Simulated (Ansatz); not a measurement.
Ruthenium, hcp: convergence with the k-point mesh

Computed with Ansatz, PBE, scalar-relativistic PAW, on the relaxed cell (a = 2.724 Å, c = 4.289 Å (c/a = 1.575); spin not included). Errors count from a run at 420 eV on a Γ-centred 22×22×12 mesh with Fermi-Dirac smearing of 0.1 eV, extrapolated to zero width. Fixed here: cutoff 420 eV, Fermi-Dirac width 0.1 eV. The SCF starts from atomic densities corrected by a trained network.

```
  k-mesh  E(σ→0) error (meV/atom)  P (GPa)  SCF iterations
   2×2×1                    266.2     6.64               7
   3×3×2                    434.7     8.36               6
   5×5×3                     -3.2    -0.64               6
   6×6×4                     33.0     0.85               6
   8×8×5                    -17.8    -0.45               6
 11×11×6                      6.0     0.08               6
 14×14×8                      2.5     0.06               6
19×19×11                      0.2    -0.03               6
```

Within 5 meV/atom of the last row: from 14×14×8 on.
